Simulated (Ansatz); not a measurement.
Compare A (`N#COCN`) with its isomer B (`NC1(O)C=N1`).

Program: Ansatz. Geometries: PBE0-D4/def2-TZVP. ΔE: electronic, gas phase. CCSD(T)/CBS is the MP2 limit (def2-TZVPP, def2-QZVPP) plus CCSD(T) − MP2 in def2-TZVPP, frozen cores. DFT in def2-TZVPP. B3LYP here is the variant with VWN-RPA as its local correlation; programs differ in this. One conformer a species, not always the lowest.

A:

```xyz
9

N     1.404   -0.043    2.696
C     0.638   -0.214    1.848
O    -0.213   -0.406    0.914
C     0.166    0.221   -0.407
N    -0.799   -0.027   -1.368
H     1.126   -0.220   -0.673
H     0.271    1.286   -0.204
H    -1.694    0.401   -1.185
H    -0.900   -0.998   -1.621
```

B:

Z-matrix (Å, degrees):
```
C
O 1 1.380
C 1 1.426 2 123.1
N 1 1.408 2 108.5 3 -156.3
N 1 1.495 2 117.3 3 59.9
H 2 0.961 1 107.9 3 -40.9
H 3 1.088 1 156.2 2 -79.9
H 4 1.012 1 110.5 2 -46.5
H 4 1.009 1 111.6 2 -169.2
```

Task: Which isomer does CCSD(T)/CBS put lower? Give the gap. (An estimate is asked.)

Result: Ansatz gave: A, by 93.3 kJ/mol.

Task: Give E(B) − E(A) in kJ/mol with PBE-D4, BLYP-D4, CCSD(T)/def2-SVP, r2SCAN-D4, PBE0-D4, B2PLYP, B3LYP. (An estimate is asked.)

Result: Ansatz gave: PBE-D4 90.8, BLYP-D4 116.4, CCSD(T)/def2-SVP 104.5, r2SCAN-D4 96.2, PBE0-D4 86.2, B2PLYP 113.4, B3LYP 114.3. None reverses the order clearly.

Task: Does the order hold for the free energy at 298.15 K (harmonic terms from PBE0-D4)? (An estimate is asked.)

Result: The calculation gave: Yes: G(B) − G(A) = +92.0 kJ/mol, for one conformer each. Modes under 60 cm⁻¹, often nearly free rotors, make the harmonic entropy too high.

Largest T1 diagnostic: 0.014.

The D4 term adds −3.6 kJ/mol with B3LYP and −1.6 kJ/mol with PBE0; it sums over pairs of atoms, weighted by their polarisabilities, and B3LYP, whose exchange is more repulsive, gets the larger term. From BLYP to BHLYP (50 % exact exchange), in def2-TZVPP and without D4, E(B) − E(A) moves by −9.5 kJ/mol.
